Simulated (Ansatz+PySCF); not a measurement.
## singlet C4H5N: levels of theory in one basis

```xyz
10

N     1.1384    0.0254    0.0375
C     0.2944    1.0976   -0.0211
C    -1.0293    0.7102    0.0185
C    -0.9851   -0.7159   -0.0497
C     0.3332   -1.1152    0.0498
H     2.1125   -0.0169    0.0448
H     0.7533    2.1018   -0.0448
H    -1.8509    1.3213   -0.0236
H    -1.8309   -1.4105   -0.0005
H     0.7660   -2.0659    0.0016
```

Basis set: def2-SVP (spherical functions). Frozen core: 5 orbitals. Charge 0, multiplicity 1.

Computed with Ansatz (development build ahead of 0.2.0); each method stands on the lowest determinant of its kind that the runs found. NEVPT2 correlates all electrons. Active spaces start from the frontier orbitals, and the lowest solution found is given.

```json
{"method": "RHF", "E − E(RHF) (eV)": "0.00", "<S²> of the determinant": "0.00"}
{"method": "CASSCF(6,5)", "E − E(RHF) (eV)": "-1.39", "<S²> of the determinant": "–"}
{"method": "SC-NEVPT2(6,5)", "E − E(RHF) (eV)": "-19.42", "<S²> of the determinant": "–"}
```

(1) What does RHF-MP2 give on the same scale?

(2) Is a single determinant a sound starting point here?

Results:

(1) -18.88 eV.

(2) By this sign, yes. Unrestricted orbitals gain 0.00 eV and <S²> is 0.00 against 0.00 for a pure state. The CASSCF(6,5) natural occupations are 1.99, 1.95, 1.92, 0.08, 0.06.

Caution for CASSCF(6,5): other starts end on other solutions of this active space.
